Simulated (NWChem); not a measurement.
Everything below was run with NWChem. System: methyl formate (C2H4O2), charge 0, spin multiplicity 1, at a geometry optimised with PBE0/def2-SVP. Level: MP2/cc-pVDZ, 4 core orbitals frozen.

Output (cleaned and shortened):

```
             Northwest Computational Chemistry Package (NWChem) 7.3.0
             --------------------------------------------------------

                                NWChem Input Module
                                -------------------

 Scaling coordinates for geometry "geometry" by  1.889725989
 (inverse scale =  0.529177249)

                             Geometry "geometry" -> ""
                             -------------------------

 Output coordinates in angstroms (scale by  1.889725989 to convert to a.u.)

  No.       Tag          Charge          X              Y              Z
 ---- ---------------- ---------- -------------- -------------- --------------
    1 C                    6.0000    -1.37482200    -0.30310300     0.10307800
    2 O                    8.0000    -0.06160100    -0.82088000     0.25508500
    3 C                    6.0000     0.93049200     0.02302600    -0.01309500
    4 O                    8.0000     0.80039800     1.15969500    -0.36520900
    5 H                    1.0000    -1.55423700     0.00977100    -0.93628200
    6 H                    1.0000    -2.05992700    -1.11315700     0.37780100
    7 H                    1.0000    -1.53137600     0.56656100     0.75826000
    8 H                    1.0000     1.90114300    -0.49323200     0.14131700

 Effective nuclear repulsion energy (a.u.)     122.8375435292

            Nuclear Dipole moment (a.u.)
            ----------------------------
        X                 Y               Z
 ---------------- ---------------- ----------------
    -0.0000018897     0.0000018897     0.0000037795


 Summary of "ao basis" -> "" (spherical)
 ------------------------------------------------------------------------------
       Tag                 Description            Shells   Functions and Types
 ---------------- ------------------------------  ------  ---------------------
 *                          cc-pvdz                   on all atoms

 Summary of "ao basis" -> "ao basis" (spherical)
 ------------------------------------------------------------------------------
       Tag                 Description            Shells   Functions and Types
 ---------------- ------------------------------  ------  ---------------------
 C                          cc-pvdz                  6       14   3s2p1d
 O                          cc-pvdz                  6       14   3s2p1d
 H                          cc-pvdz                  3        5   2s1p

                                 NWChem SCF Module
                                 -----------------

  ao basis        = "ao basis"
  functions       =    76
  atoms           =     8
  closed shells   =    16
  open shells     =     0
  charge          =   0.00
  wavefunction    = RHF
  use symmetry    = F
  symmetry adapt  = F

 Summary of "ao basis" -> "ao basis" (spherical)
 ------------------------------------------------------------------------------
       Tag                 Description            Shells   Functions and Types
 ---------------- ------------------------------  ------  ---------------------
 C                          cc-pvdz                  6       14   3s2p1d
 O                          cc-pvdz                  6       14   3s2p1d
 H                          cc-pvdz                  3        5   2s1p

 Forming initial guess at       0.0s

      Superposition of Atomic Density Guess
      -------------------------------------

 Sum of atomic energies:        -226.85675043

      Non-variational initial energy
      ------------------------------

 Total energy =    -228.741833
 1-e energy   =    -552.683980
 2-e energy   =     201.104604
 HOMO         =      -0.389081
 LUMO         =       0.038241

 Starting SCF solution at       0.7s

 ----------------------------------------------
         Quadratically convergent ROHF

 Convergence threshold     :          1.000E-07
 Maximum no. of iterations :          100
 Final Fock-matrix accuracy:          1.000E-09
 ----------------------------------------------

              iter       energy          gnorm     gmax       time
             ----- ------------------- --------- --------- --------
                 1     -227.7063343586  1.31D+00  3.23D-01      0.7
[...]
    47     -0.159327  4 O  py

 Vector   15  Occ=2.000000D+00  E=-4.625720D-01
              MO Center=  6.8D-03,  8.1D-02, -2.9D-02, r^2= 2.3D+00
   Bfn.  Coefficient  Atom+Function         Bfn.  Coefficient  Atom+Function
  ----- ------------  ---------------      ----- ------------  ---------------
    20      0.420524  2 O  pz                23      0.347059  2 O  pz
    48     -0.345432  4 O  pz                51     -0.266953  4 O  pz
    57      0.166275  5 H  s                  6     -0.164916  1 C  pz
    67     -0.162208  7 H  s

 Vector   16  Occ=2.000000D+00  E=-4.578441D-01
              MO Center=  8.1D-01,  6.7D-01, -2.1D-01, r^2= 1.6D+00
   Bfn.  Coefficient  Atom+Function         Bfn.  Coefficient  Atom+Function
  ----- ------------  ---------------      ----- ------------  ---------------
    46      0.558145  4 O  px                49      0.420381  4 O  px
    72     -0.204933  8 H  s                 19      0.175123  2 O  py

 Vector   17  Occ=0.000000D+00  E= 1.809109D-01
              MO Center=  7.9D-01,  1.9D-01, -7.3D-02, r^2= 2.1D+00
   Bfn.  Coefficient  Atom+Function         Bfn.  Coefficient  Atom+Function
  ----- ------------  ---------------      ----- ------------  ---------------
    37      0.699113  3 C  pz                51     -0.470038  4 O  pz
    34      0.429863  3 C  pz                48     -0.329036  4 O  pz
    58     -0.328637  5 H  s                 68      0.289817  7 H  s
     9     -0.259942  1 C  pz                23     -0.247007  2 O  pz
    36      0.215688  3 C  py                20     -0.194557  2 O  pz

 Vector   18  Occ=0.000000D+00  E= 1.951941D-01
              MO Center= -1.8D+00, -1.9D-01,  6.9D-02, r^2= 4.5D+00
   Bfn.  Coefficient  Atom+Function         Bfn.  Coefficient  Atom+Function
  ----- ------------  ---------------      ----- ------------  ---------------
     3      2.222712  1 C  s                 63     -1.074183  6 H  s
    58     -1.037171  5 H  s                 68     -1.028074  7 H  s
     7     -0.361612  1 C  px

 Vector   19  Occ=0.000000D+00  E= 2.142170D-01
              MO Center=  2.2D+00, -7.2D-01,  2.1D-01, r^2= 2.7D+00
   Bfn.  Coefficient  Atom+Function         Bfn.  Coefficient  Atom+Function
  ----- ------------  ---------------      ----- ------------  ---------------
    73      2.220020  8 H  s                 31     -1.581817  3 C  s
    35     -0.874346  3 C  px                36      0.461927  3 C  py
    68     -0.215462  7 H  s                 32     -0.207820  3 C  px
    17      0.200932  2 O  s                 58     -0.198156  5 H  s
     7     -0.197047  1 C  px                49      0.170074  4 O  px

 center of mass
 --------------
 x =   0.10122997 y =   0.03212267 z =  -0.01063738

 moments of inertia (a.u.)
 ------------------
         143.297097994388         -76.187891277669          24.900234376355
         -76.187891277669         217.308723110728          37.734451409032
          24.900234376355          37.734451409032         325.404409427249

  Mulliken analysis of the total density
  --------------------------------------

    Atom       Charge   Shell Charges
 -----------   ------   -------------------------------------------------------
    1 C    6     5.85   2.00  0.65  0.38  1.96  0.75  0.10
    2 O    8     8.42   2.00  0.83  0.92  2.85  1.79  0.02
    3 C    6     5.58   2.00  0.70  0.30  1.84  0.48  0.25
    4 O    8     8.37   2.00  0.84  0.92  2.79  1.79  0.02
    5 H    1     0.95   0.75  0.17  0.03
    6 H    1     0.95   0.76  0.16  0.03
    7 H    1     0.95   0.75  0.17  0.03
    8 H    1     0.95   0.75  0.16  0.03

       Multipole analysis of the density wrt the origin
       ------------------------------------------------

     L   x y z        total         open         nuclear
     -   - - -        -----         ----         -------
     0   0 0 0     -0.000000      0.000000     32.000000

     1   1 0 0     -0.350737      0.000000     -0.000002
     1   0 1 0     -0.639585      0.000000      0.000002
     1   0 0 1      0.201732      0.000000      0.000004

     2   2 0 0    -14.119871      0.000000    122.521672
     2   1 1 0     -1.519793      0.000000     39.037515
     2   1 0 1      0.451303      0.000000    -12.867103
     2   0 2 0    -20.721843      0.000000     66.092489
     2   0 1 1      1.182256      0.000000    -19.006891
     2   0 0 2    -17.312654      0.000000     11.665358

                   NWChem MP2 Semi-direct Energy/Gradient Module
                   ---------------------------------------------

  Basis functions       =     76
  Molecular orbitals    =     76
  Frozen core           =      4
  Frozen virtuals       =      0
  Active alpha occupied =     12
  Active beta occupied  =     12
  Active alpha virtual  =     60
  Active beta virtual   =     60
  Use MO symmetry       = F
  Use skeleton AO sym   = F

  AO/Fock/Back tols     =   1.0D-09  1.0D-09  1.0D-09

 GA uses MA = F    GA memory limited = T

 Available:
  local mem=  1.26D+08
 global mem=  1.44D+08
 local disk=  0.00D+00
  mp2_memr nvloc                    60
  nvloc new                    60
   1 passes of  12:        2097152                      30143                   7165459.
   1 passes of  12: M    126146338           G      144167648           F     124049186.

 Semi-direct pass number   1 of   1  for RHF alpha+beta  at        1.7s
  vrange nnbf                  2923
  mp2_eaftype                    27  avail_ma_in_mb                  1099
 EAF : mp2_eaftype filesize          27    3582730.
  mp2_eaf for mointskh                     27
Node 0 wrote     16.8 Mb in      0.0 s     Agg I/O rate:   764.5 Mb/s
 Done moints_semi at        3.8s
  mp2_eaftype                    27  avail_ma_in_mb                  1072
 EAF : mp2_eaftype filesize          27    3582730.
  mp2_eaf for kh                    27
 Done maket at        3.9s
 Done multipass loop at        3.9s

          -------------------------------------------
          SCF energy                -227.806178802591
          Correlation energy          -0.637130120612
          Singlet pairs               -0.391933051575
          Triplet pairs               -0.245197069037
          Total MP2 energy          -228.443308923203
          -------------------------------------------

          ---------------------------------------------------
                    Spin Component Scaled (SCS) MP2
          Same spin pairs                     -0.163464712691
          Same spin scaling factor             0.333333333333
          Opposite spin pairs                 -0.473665407921
          Opposite spin scaling fact.          1.200000000000
          SCS-MP2 correlation energy          -0.622886727069
          Total SCS-MP2 energy              -228.429065529660
          ---------------------------------------------------

 -----------------------
 Performance information
 -----------------------

 Timer overhead =  9.85D-08 seconds/call

               Nr. of calls         CPU time (s)                 Wall time (s)                GFlops
             ---------------    -------------------     ------------------------------   -------------------
Name         Min   Avg   Max    Min     Avg     Max     Min     Avg     Max   Mx/calls   Min     Max     Sum
mp2: moin     1     1     1    2.2     2.2     2.2      2.2     2.2     2.2     2.2      0.0     0.0     0.0
mp2: make     1     1     1   6.11E-2 6.11E-2 6.11E-2  6.11E-2 6.11E-2 6.11E-2 6.11E-2   0.0     0.0     0.0
mp2: tota     1     1     1    2.2     2.2     2.2      2.2     2.2     2.2     2.2      0.0     0.0     0.0

 The average no. of pstat calls per process was 3.00D+00
 with a timing overhead of 2.95D-07s

 Task  times  cpu:        3.9s     wall:        3.9s

 Total times  cpu:        3.9s     wall:        3.9s
```

### Question
Write an NWChem input that would produce this output.

### Answer
This is not unique; one that fits is 
```
start mol
memory heap 200 mb stack 900 mb global 1100 mb
geometry units angstroms nocenter noautoz noautosym
  C     -1.374822    -0.303103     0.103078
  O     -0.061601    -0.820880     0.255085
  C      0.930492     0.023026    -0.013095
  O      0.800398     1.159695    -0.365209
  H     -1.554237     0.009771    -0.936282
  H     -2.059927    -1.113157     0.377801
  H     -1.531376     0.566561     0.758260
  H      1.901143    -0.493232     0.141317
end
basis spherical
  * library cc-pvdz
end
scf
  rhf
  nopen 0
  maxiter 100
  thresh 1e-7
  semidirect memsize 60000000 filesize 0
end
mp2
  freeze core 4
end
task mp2 energy
```
